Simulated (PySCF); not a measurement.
Gas-phase reaction: AlH3.NH3 → Al + N + 6 H

Computed with PySCF and rigid-rotor harmonic-oscillator thermochemistry at 1 bar. † marks an energy on the PBE0/def2-TZVP geometry and frequencies; other levels use their own. MP2 and CCSD(T) freeze the core. 6-31G* has spherical d functions here. Open shells (unrestricted): Al (multiplicity 2, electronic degeneracy 6), N (multiplicity 4), H (multiplicity 2); the rest are closed-shell singlets. Spin-orbit splitting is ignored; it lowers the true energy and changes the entropy of Al. B3LYP is the form with VWN-RPA correlation. Adducts (AlH3.NH3) have no counterpoise correction, and HF, PBE, BLYP, B3LYP and PBE0 lack dispersion. AlH3.NH3: computed as isolated molecules; such fragments, hydroxides, amides, oligomers or adducts are transient or little studied in the gas. MP2 isn't extrapolated to the basis-set limit; its ΔH°(298 K) is 1985.3 kJ in def2-SVP and 2067.4 kJ in def2-TZVPP. CCSD(T) isn't extrapolated to the basis-set limit; its ΔH°(298 K) is 2017.3 kJ in def2-SVP and 2094.9 kJ in def2-TZVPP. The harmonic model lacks anharmonicity and excited electronic states, which grow with temperature; levels with a mode under 35 cm⁻¹ are left out.

```tsv
level	ΔE electronic, kJ	ΔH°(298 K), kJ	ΔS°(298 K), J/K	ΔG°(800 K), kJ
B3LYP/6-31G*	2232	2111	736	1501
BLYP/def2-TZVP†	2228	2107	736	1497
CCSD(T)/def2-SVP†	2138	2017	736	1408
MP2/def2-TZVPP†	2188	2067	736	1458
PBE/def2-SVP	2234	2118	735	1510
PBE0/def2-QZVP†	2218	2097	736	1488
```
ΔH° is lowest at CCSD(T)/def2-SVP† and highest at PBE/def2-SVP. No reference value is set beside these.
